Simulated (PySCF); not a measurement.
Species: C4H6NO (charge +1).
Cartesian coordinates in Å at the PBE0-D3(BJ)/def2-SVP level; atoms count from 1:
```xyz
12
C4H6NO angstrom
C     -1.6878   -0.1244   -0.0520
N     -0.2423    0.0669    0.0043
C      0.7153   -0.9265   -0.1518
C      1.9111   -0.3072   -0.0278
O      1.6796    1.0121    0.1955
C      0.3915    1.2012    0.2080
H     -2.1846    0.8410    0.0975
H     -1.9602   -0.5302   -1.0350
H     -1.9913   -0.8213    0.7400
H      0.4583   -1.9678   -0.3336
H      2.9464   -0.6370   -0.0690
H     -0.0334    2.1917    0.3717
```

The closed-shell ground state was solved at several levels (PySCF, density fitting, gas phase, non-relativistic).

```tsv
level	basis functions	HOMO (eV)	LUMO (eV)	gap (eV)
CAM-B3LYP/def2-SVPD	171	-14.65	-5.16	9.49
B3LYP/pcJ-1	222	-13.14	-6.53	6.61
PBE0/pcSseg-1	132	-13.36	-6.28	7.08
```

Task: What might B97-2/pcSseg-2 (300 basis functions) give for the same quantities?

Result: HOMO -13.01 eV, LUMO -6.34 eV, gap 6.67 eV.

Task: Over all these levels, which gives the widest orbital gap and which the narrowest?

Result: CAM-B3LYP/def2-SVPD (range-separated hybrid) has the widest, 9.49 eV, and B3LYP/pcJ-1 (global hybrid, 20 % exact exchange) the narrowest, 6.61 eV. Functional and basis both differ between the two, so the spread mixes both effects.
